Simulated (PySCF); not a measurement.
This PySCF input (B3LYP/6-311++G(3df,3pd)) gives -40.53739 Eh with 111 basis functions.

```python
import numpy as np, basis_set_exchange as bse
from pyscf import gto, scf, dft, df

basis = {'C': gto.basis.parse(bse.get_basis('6-311++G(3df,3pd)', elements=['C'], fmt='nwchem')), 'H': gto.basis.parse(bse.get_basis('6-311++G(3df,3pd)', elements=['H'], fmt='nwchem'))}
mol = gto.M(
    atom='''
    C    -0.00000000    0.00000000   -0.00000000
    H     0.62054657    0.62688914    0.63896175
    H    -0.64285838   -0.62489528    0.61852983
    H     0.63693263   -0.63278043   -0.61664082
    H    -0.61462083    0.63078657   -0.64085076
    ''',
    basis=basis,
    charge=0,
    verbose=4,
    max_memory=2160,
)
mf = dft.RKS(mol, xc='b3lyp')
mf.grids.level = 3
mf = mf.density_fit(auxbasis=df.autoaux(mol))
mf.conv_tol = 1e-9
mf.max_cycle = 100
print('smallest overlap eigenvalue', np.linalg.eigvalsh(mol.intor('int1e_ovlp'))[0])
mf.kernel()
dip = mf.dip_moment()
```

Change:
```diff
- basis = {'C': gto.basis.parse(bse.get_basis('6-311++G(3df,3pd)', elements=['C'], fmt='nwchem')), 'H': gto.basis.parse(bse.get_basis('6-311++G(3df,3pd)', elements=['H'], fmt='nwchem'))}
+ basis = {'C': gto.basis.parse(bse.get_basis('pcseg-2', elements=['C'], fmt='nwchem')), 'H': gto.basis.parse(bse.get_basis('pcseg-2', elements=['H'], fmt='nwchem'))}
```

**Question.** What does the run give now?

**Answer.** -40.53957 Eh (B3LYP/pcseg-2, 86 functions), a change of -2.18 mEh.
